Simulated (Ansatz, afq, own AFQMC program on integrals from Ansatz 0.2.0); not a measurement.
Integrals from Ansatz 0.2.0, then the random walk in our own AFQMC program (afq).

```yaml
crystal:
  periodic: [false, false, false]
  atoms:
    - {symbol: Si, position_ang: [0.000000, 0.000000, 0.562441]}
    - {symbol: B, position_ang: [0.000000, 0.000000, -1.359948]}
    - {symbol: H, position_ang: [0.000000, 1.218724, 1.409347]}
    - {symbol: H, position_ang: [0.000000, -1.218724, 1.409347]}
    - {symbol: H, position_ang: [0.299736, 0.992775, -1.952056]}
    - {symbol: H, position_ang: [-0.299736, -0.992775, -1.952056]}
basis:
  gaussian: {orbitals: 6-31G}
magnetization: {spin_polarized: true, initial_magnetization: 1}
correlation: {method: ccsd_t, electrons: outside_noble_gas, hamiltonian_folder: ham}
```

```sh
$ ansatz run in.yaml --threads 1 --pin off --events-out ev --progress --plain --max-ram 1382MiB
```

Options of the walk:

```
--method free --trial cisd --walkers 50 --time-step 0.01 --max-blocks 120 --target-error 0.0008 --factor-cut 1e-05 --seed 8457 --times 0.0,0.4,0.8,1.6,2.4 --taylor-order 6
```

Times are imaginary, in 1/Eh. The walk had a cap of 212 s.

Output of the walk:

```
orbitals 24  electrons 6 5  factors 172 of 394
reference energy -315.81136144 Eh
CCSD correlation -0.12843326 Eh in 12 cycles, weight of the determinant in the CISD state 0.9119
repeat  energy at the last time / Eh  error
    10  -315.943215  0.000615
    20  -315.942782  0.000348
    30  -315.942766  0.000347
time / (1/Eh)  energy / Eh  error  mean overlap
  0.00  -315.939673  0.000115  1.0953
  0.40  -315.941418  0.000145  1.0921
  0.80  -315.942318  0.000179  1.0776
  1.60  -315.942869  0.000182  1.0742
  2.40  -315.942781  0.000335  1.0732
energy -315.942781 +/- 0.000335 Eh
```

The run passed its tests (error under three times the target), which doesn't prove that it has relaxed.

Against this walk (error 9.1 meV) on the same determinant: CCSD(T) 13.8 meV higher (within the noise), CCSDT(Q) 7.7 meV lower (within the noise). The error is statistical, and a free projection of finite length keeps a remainder of its start.

Cautions: remainder of the start not in the error.

The walk took 86 s on 1 thread of AMD EPYC (Zen 3), with other jobs on the host. The log's last line is the free-projection energy.

CCSDT and higher add their correlation energy to the determinant of the CCSD(T) run, since their own runs factorise the integrals more tightly (a shift of under 2 meV). A walk keeps the symmetry of its determinant, which the program's search chose and which needn't be the lowest solution, so a lower state of the same spin and another symmetry isn't excluded.
